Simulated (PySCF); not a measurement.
Below is a simulated gas-phase C 1s photoelectron spectrum of `N=C1CCC1`.

Every computed line was given a Gaussian of 0.4 eV full width at half maximum and an area set by the number of equivalent atoms; the highest printed point is 100. Method used: delta-SCF UKS SCAN, pcX-2 on the ionised atom, pcseg-1 elsewhere, spin-free X2C in PySCF.

```tsv
binding energy (eV)	intensity
290.0	0
290.1	1
290.2	5
290.3	17
290.4	41
290.5	74
290.6	100
290.7	99
290.8	73
290.9	38
291.0	15
291.1	4
291.2	1
291.3	1
291.4	4
291.5	12
291.6	24
291.7	35
291.8	35
291.9	25
292.0	13
292.1	5
292.2	1
292.3	0
```

Problem. Count the maxima, the lines and the sites behind this envelope.

Solution. The curve has 2 maxima (at 290.6 and 291.8 eV). Under it lie 4 lines from 4 inequivalent carbon sites. At this width some lines have no maximum of their own.

Problem. Decompose the envelope and assign each component. Numbering: `[NH:1]=[C:2]1[CH2:3][CH2:4][CH2:5]1`.

Solution. 
| position (eV) | relative area | line | atoms | environment |
| --- | --- | --- | --- | --- |
| 290.56 | 1 | C 1s | C5 | four-membered-ring carbon |
| 290.68 | 1 | C 1s | C3 | four-membered-ring carbon |
| 290.69 | 1 | C 1s | C4 | four-membered-ring carbon |
| 291.76 | 1 | C 1s | C2 | imine carbon |

Problem. What are the centre and the root-mean-square width of the whole band?

Solution. The area-weighted mean of the lines is 290.92 eV. Their own spread about it is 0.48 eV (rms) and each Gaussian has σ = 0.4/2.355 = 0.17 eV; the variances add, which gives 0.51 eV.

The listed C 1s values span 1.20 eV, from C5 (bonded to 2 C and 2 H) to C2 (bonded to N (double bond) and 2 C). The widest gap between neighbouring values is 1.07 eV, between 290.69 and 291.76 eV. Summing the Pauling electronegativity differences to the bonded atoms, each weighted by its formal bond order, gives -0.70 for the lowest site and +0.98 for the highest; no listed site has a larger sum than the highest. The values 290.68 and 290.69 eV lie too close for their order to be trusted.

No satellites, vibrations or lifetime broadening are included. The unrestricted hole states depart most from a pure doublet (⟨S²⟩ = 0.75; over 0.85 named) for C 1s of C2 (0.87), which makes this value less certain. Geometry: GFN2-xTB; no solvent, vibrations or thermal averaging.

On x86-64 server, one thread, on a shared host, this took 51 s.
